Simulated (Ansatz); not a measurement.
BH8NSi, SMILES `[BH3-][NH2+][SiH3]`. Total charge 0; spin multiplicity 1. All single points use the PBE0-D4/def2-TZVP geometry.

```xyz
11

B    -0.646    0.822   -0.970
N     0.418   -0.355   -0.505
Si    0.325   -0.538    1.279
H    -0.288    1.822   -0.382
H    -0.551    0.914   -2.173
H    -1.734    0.428   -0.603
H     0.183   -1.216   -0.991
H     1.349   -0.092   -0.814
H     0.713    0.757    1.869
H    -1.055   -0.944    1.603
H     1.284   -1.599    1.687
```

(1) What is the dipole moment at ωB97M-V/def2-TZVPP? (Best estimate.)

(2) And with PBE, r2SCAN, B3LYP? (An estimate is asked.)

(3) Give the Mulliken charges with ωB97M-V, B3LYP, r2SCAN in def2-TZVPP. (An estimate is asked.)

## Answers

(1) Computed: 4.82 D, with components (3.05, -3.40, 1.52) D in this frame, pointing from negative to positive charge.

(2) Ansatz gave: PBE 4.68 D, r2SCAN 4.74 D, B3LYP 4.76 D.

(3) The calculation gave: 
```tsv
atom	ωB97M-V	B3LYP	r2SCAN
B1	-0.52	-0.37	-0.31
N2	-0.07	-0.09	-0.06
Si3	0.20	0.30	0.32
H4	0.03	-0.02	-0.04
H5	0.03	-0.01	-0.04
H6	0.03	-0.02	-0.04
H7	0.14	0.15	0.15
H8	0.14	0.15	0.15
H9	0.02	-0.02	-0.03
H10	0.02	-0.02	-0.03
H11	-0.02	-0.06	-0.07
```

B3LYP here is the variant with VWN-RPA as its local correlation; programs differ in this.
